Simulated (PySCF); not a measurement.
Species: C4H7N.
Cartesian coordinates in Å at the PBE0-D3(BJ)/def2-SVP level; atoms count from 1:
```
atom  x, y, z in Å
C1     2.5665    0.4366    0.0118
C2     1.1493    0.1512    0.1701
C3    -0.0324   -0.0889    0.3063
C4    -1.4725   -0.3505    0.4269
N5    -2.3135    0.2256   -0.6085
H6     2.7240    1.3490   -0.5847
H7     3.0534    0.5894    0.9878
H8     3.0883   -0.3894   -0.4965
H9    -1.6388   -1.4412    0.4486
H10   -1.8226    0.0138    1.4078
H11   -2.0073   -0.1125   -1.5194
H12   -2.1768    1.2348   -0.6322
```

Level of theory: TDDFT B3LYP/def2-SVPD, vertical, gas phase, core orbitals frozen in the response (PySCF).

Transition dipole moments from the ground state, in atomic units and in the frame of the coordinates above (overall signs are arbitrary), for the states with f of 0.002 or more among the lowest 9:

```csv
state,E (eV),μx,μy,μz
S1,6.047,0.591,0.006,0.144
S3,6.499,0.016,0.130,0.079
S4,6.507,-0.219,-0.062,0.014
S6,6.685,0.153,0.074,-0.159
S7,7.075,-0.128,0.119,-0.175
S8,7.178,-0.007,0.140,0.069
S9,7.234,0.432,-0.003,0.053
```

(1) What oscillator strength does each state have?

(2) What angle do the transition dipoles of S1 and S7 make?

(3) How is the summed strength of these states shared among x, y and z?

(4) What peak molar absorption coefficient would the strongest computed level give as a lone Gaussian band 0.5 eV wide at half height?

## Answers

(1) f = (2/3) ΔE |μ|² with ΔE in hartree (27.2114 eV).

```csv
state,|μ|² (au),|μ| (D),f
S1,0.370,1.55,0.055
S3,0.023,0.39,0.004
S4,0.052,0.58,0.008
S6,0.054,0.59,0.009
S7,0.061,0.63,0.011
S8,0.025,0.40,0.004
S9,0.190,1.11,0.034
```

(2) |cos θ| = |μa·μb| / (|μa| |μb|) = 0.66, so θ ≈ 48° (taken between 0 and 90°, since the signs are arbitrary).

(3) (2/3) Σ ΔE μα² gives 0.099 for x, 0.010 for y and 0.015 for z, 0.124 in all.

(4) ε(max) = 2.175×10⁸ f / FWHM, with the width in cm⁻¹. S1: 2.175×10⁸ × 0.0548 / 4033 ≈ 3000 L mol⁻¹ cm⁻¹.

The vertical ionisation energy (ΔSCF) is 9.08 eV, 1.85 eV above S9.

One conformer stands for the species.
